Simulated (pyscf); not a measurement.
Optimised with ωB97X-D3(BJ)/def2-SVP in PySCF. MP2 and CC: frozen core, UHF for open shells. ΔMP2 is the change of the MP2 total energy from the triple- to the quadruple-zeta basis.

Q: PBE/def2-TZVP puts the barrier of [HO–AlH]• + methane (CH₄) → HO–AlH₂ + methyl (CH₃•) (hydrogen abstraction; doublet surface; C–H broken, Al–H formed) at 29.1 kcal/mol and the reaction energy at +28.4 kcal/mol, from the separated reactants. What do PBE0-D3(BJ)/def2-TZVP, M06-2X/def2-TZVP, CCSD(T)/def2-TZVPP + ΔMP2(QZVPP) give on the same structures?

A: PBE0-D3(BJ): ΔE‡ = 29.9 kcal/mol, ΔE = +26.4 kcal/mol; M06-2X: ΔE‡ = 33.2 kcal/mol, ΔE = +27.2 kcal/mol; CCSD(T): ΔE‡ = 31.6 kcal/mol, ΔE = +23.6 kcal/mol. PBE's barrier lies under all of them, by 0.8 to 4.0 kcal/mol. Its reaction energy lies over all of them, by 1.3 to 4.8 kcal/mol. This is the saddle that the search found; another between the same sides may lie lower. The angle at the transferred H is 179°. The CCSD(T) − MP2 part came from Ansatz, without density fitting, on the same reference.
